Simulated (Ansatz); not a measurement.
**CH₄AlF: basis-set convergence**

The task here is to estimate one member of a computed series from the others.

The runs use Ansatz 0.2.0, Gaussian basis; one geometry, several basis sets.

The runs, in order: PBE0-D4/def2-SVP; ωB97M-V/def2-SVP; PBE0-D4/def2-QZVPP; ωB97M-V/def2-QZVPP; the functionals' def2-TZVPP values are taken from earlier runs.

**Structure used throughout**

All runs share one geometry, relaxed beforehand with PBE0-D4 in a triple-zeta def2 set.

SMILES `F[CH2][AlH2]`, 7 atoms, charge 0, spin multiplicity 1.

Atoms are counted from 1 here; the program's logs count them from 0.

Bond lengths: F1–C2 1.398 Å, C2–Al3 1.981 Å, C2–H4 1.099 Å, C2–H5 1.099 Å, Al3–H6 1.583 Å, Al3–H7 1.589 Å. Angles: F1–C2–Al3 112.4°, F1–C2–H4 107.7°, F1–C2–H5 107.7°, Al3–C2–H4 111.6°, Al3–C2–H5 111.6°, H4–C2–H5 105.5°, C2–Al3–H6 121.0°, C2–Al3–H7 117.1°, H6–Al3–H7 121.9°.

Set-up of the first run:

in.yaml

```yaml
crystal:
  periodic: [false, false, false]
  atoms:
    - {symbol: F, position_ang: [-1.743907, 0.315967, -0.650387]}
    - {symbol: C, position_ang: [-0.605982, -0.466850, -0.434289]}
    - {symbol: Al, position_ang: [0.816065, 0.518738, 0.529751]}
    - {symbol: H, position_ang: [-0.257224, -0.826606, -1.412127]}
    - {symbol: H, position_ang: [-0.918230, -1.365959, 0.114688]}
    - {symbol: H, position_ang: [0.606993, 2.023542, 0.974641]}
    - {symbol: H, position_ang: [2.163485, -0.266934, 0.832024]}
basis:
  gaussian: {orbitals: def2-SVP}
hamiltonian: {xc: pbe0, dispersion: d4}
output: {orbitals: {seedname: orbitals}}
```

Run with:

```sh
$ ansatz run in.yaml --threads 2 --pin off --events-out ev --progress --plain --max-ram 4352MiB
```

Among the steps run: PBE0-D4 in def2-SVP; ωB97M-V in def2-SVP; PBE0-D4 in def2-QZVPP; ωB97M-V in def2-QZVPP.

One of the session's tables, all rows but one given; the rest of the session is left out.

It belongs to the step «Functionals by basis». 

| functional | basis | HOMO (eV) | LUMO (eV) |
| --- | --- | --- | --- |
| PBE0-D4 | def2-SVP | -7.71 | -1.58 |
| PBE0-D4 | def2-TZVPP | -7.84 | -1.60 |
| PBE0-D4 | def2-QZVPP | ? | ? |
| ωB97M-V | def2-SVP | -9.97 | 0.10 |
| ωB97M-V | def2-TZVPP | -10.12 | -0.01 |
| ωB97M-V | def2-QZVPP | -10.15 | -0.17 |

Q: Estimate the row for PBE0-D4, def2-QZVPP from the others.

As computed: HOMO (eV): -7.87; LUMO (eV): -1.63. In the column «HOMO (eV)» it lies between ωB97M-V, def2-SVP (-9.97) and PBE0-D4, def2-TZVPP (-7.84).
